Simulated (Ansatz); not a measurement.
Bulk modulus (GPa) of a set of oxides (23 solids), computed with PBE (PAW; Ansatz, a quantum-chemistry and plane-wave program) and with PBE-D3(BJ) (plane waves, PAW; Ansatz). The set holds measured phases with no doubt noted on the run or the magnetic state but for the caveats below. 10 more of the class have both values but aren't in it, for one of these reasons: built or high-temperature cells, doubts on the run or the magnetic state, unlike cells, values of zero, layered or molecular crystals, database compounds that came out metallic. Solids without a value at one level (not run, failed, or a magnetic order lost), or held back for tests, aren't counted.

All rows, in order of the shift (worked out from unrounded values):

```json
[
 {"solid": "anatase TiO₂ (metastable phase)", "PBE": "173", "PBE-D3(BJ)": "174", "shift (%)": "+0.7"},
 {"solid": "hematite (α-Fe2O3)", "PBE": "170", "PBE-D3(BJ)": "174", "shift (%)": "+2.2"},
 {"solid": "corundum Cr₂O₃", "PBE": "206", "PBE-D3(BJ)": "213", "shift (%)": "+3.3"},
 {"solid": "cubic perovskite KTaO₃", "PBE": "188", "PBE-D3(BJ)": "195", "shift (%)": "+3.6"},
 {"solid": "cubic perovskite BaHfO₃", "PBE": "155", "PBE-D3(BJ)": "161", "shift (%)": "+3.7"},
 {"solid": "A-type hexagonal La₂O₃", "PBE": "109", "PBE-D3(BJ)": "113", "shift (%)": "+3.8"},
 {"solid": "corundum (α-Al2O3)", "PBE": "230", "PBE-D3(BJ)": "239", "shift (%)": "+3.8"},
 {"solid": "cubic perovskite BaZrO₃", "PBE": "150", "PBE-D3(BJ)": "155", "shift (%)": "+3.9"},
 {"solid": "corundum Ga₂O₃ (metastable phase)", "PBE": "199", "PBE-D3(BJ)": "207", "shift (%)": "+4.3"},
 {"solid": "rutile CrO₂", "PBE": "230", "PBE-D3(BJ)": "240", "shift (%)": "+4.4"},
 {"solid": "wurtzite ZnO", "PBE": "129", "PBE-D3(BJ)": "136", "shift (%)": "+5.5"},
 {"solid": "rock-salt BaO", "PBE": "69.1", "PBE-D3(BJ)": "73.3", "shift (%)": "+6.1"},
 {"solid": "rutile SnO₂", "PBE": "167", "PBE-D3(BJ)": "177", "shift (%)": "+6.3"},
 {"solid": "rock-salt SrO", "PBE": "84.6", "PBE-D3(BJ)": "90.0", "shift (%)": "+6.4"},
 {"solid": "rock-salt MgO", "PBE": "149", "PBE-D3(BJ)": "159", "shift (%)": "+6.7"},
 {"solid": "rock-salt CaO", "PBE": "105", "PBE-D3(BJ)": "112", "shift (%)": "+6.8"},
 {"solid": "rutile TiO₂", "PBE": "202", "PBE-D3(BJ)": "215", "shift (%)": "+6.8"},
 {"solid": "rock-salt CdO", "PBE": "126", "PBE-D3(BJ)": "135", "shift (%)": "+7.2"},
 {"solid": "stishovite (SiO2)", "PBE": "258", "PBE-D3(BJ)": "277", "shift (%)": "+7.3"},
 {"solid": "rutile PbO₂", "PBE": "106", "PBE-D3(BJ)": "116", "shift (%)": "+9.3"},
 {"solid": "SiO₂ (P4₁2₁2, No. 92)", "PBE": "15.6", "PBE-D3(BJ)": "17.4", "shift (%)": "+10.9"},
 {"solid": "cuprite Ag₂O", "PBE": "70.2", "PBE-D3(BJ)": "78.7", "shift (%)": "+12.1"},
 {"solid": "α-quartz (SiO2)", "PBE": "31.7", "PBE-D3(BJ)": "38.9", "shift (%)": "+23"}
]
```

The shift from PBE to PBE-D3(BJ) has a median of +6.1 %, and eight in ten lie between +3.3 % and +10.6 %; PBE-D3(BJ) is the larger in 23 and the smaller in 0 of 23. Each level is at its own cell, so the shift holds the change of volume too.

Ansatz's runs of these crystals have no spin polarisation, but for corundum Cr2O3, rutile CrO2, hematite (α-Fe2O3).

Density-functional runs with spin start from opposed moments for corundum Cr2O3, parallel moments for rutile CrO2, opposed moments for hematite (α-Fe2O3).

Spin–orbit coupling is left out, also for the solids with elements from indium on (rutile SnO2, A-type hexagonal La2O3, cubic perovskite BaZrO3, cubic perovskite KTaO3, rock-salt BaO, cubic perovskite BaHfO3, rutile PbO2); its size isn't shown.

In Ansatz's fits of the non-cubic solids, shape and atoms are relaxed at each volume.

Each level is taken at its own relaxed cell. Caveats: the gap of the solid is closed in this run (cuprite Ag2O, rock-salt CdO). Ansatz's density-functional and Hartree–Fock values are scalar-relativistic unless marked +SOC, with PAW data made under PBE.
